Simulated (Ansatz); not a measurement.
Relaxed structures of CH₅BN, doublet (PBE0-D4/def2-TZVP; forces vanish, vibrations not checked; lower isomers may exist, and structures with a doubtful reference or unclear bonds are left out; Å). Program: Ansatz 0.2.0. Basis: def2-TZVPP. Cores are frozen in the correlated methods; orbitals are unrestricted.

Question: Rank them by CCSD(T) energy, lowest first, and give each one's height above the lowest. Links in brackets join atoms within 1.22 times the sum of their covalent radii (1.1 for two metals). (To be estimated.)
A.
CH₅BN ([BH][NH][CH3])
```
8
angstrom
B -0.7949 0.8127 -0.5519
N -0.0070 0.3435 0.4675
C 0.8468 -0.8261 0.4374
H 1.8930 -0.5579 0.6110
H -1.4890 1.7842 -0.4929
H 0.0113 0.8352 1.3527
H 0.5475 -1.5551 1.1960
H 0.7673 -1.2941 -0.5433
```
B.
CH₅BN ([CH2][BH][NH2])
```
8
angstrom
B -0.0080 0.2878 0.4837
N -0.6531 0.8715 -0.6127
C 0.6811 -1.0722 0.3493
H -0.6969 0.4408 -1.5214
H -1.1166 1.7618 -0.5658
H -0.0185 0.8919 1.5202
H 1.1913 -1.5572 1.1751
H 0.7039 -1.6389 -0.5798
```
C.
CH₅BN ([BH2][NH][CH2])
```
8
angstrom
B -0.6548 0.8588 -0.6411
N 0.0161 0.1971 0.4026
C 0.6531 -1.0108 0.3657
H -0.6979 0.3337 -1.7145
H -1.1528 1.9189 -0.4068
H 0.0449 0.6517 1.3039
H 1.1277 -1.3937 1.2556
H 0.6637 -1.5556 -0.5655
```

Answer: By the calculation: B (0.000 eV), C (0.657 eV), A (1.097 eV). Heights count from the lowest.

The T1 diagnostic stays at or below 0.019. ⟨S²⟩ of the unrestricted Hartree–Fock references: 0.76 to 0.77 (a pure state has 0.75).

For scale, one of the runs: CCSD(T)/def2-TZVPP, 163 basis functions, launched by `ansatz run in.yaml --threads 2 --pin off --events-out ev --progress --plain --max-ram 4352MiB`. Hardware: 2 CPU threads of an Arm Neoverse V1, shared host. Wall time 91 s; peak host memory 3.1 GiB.
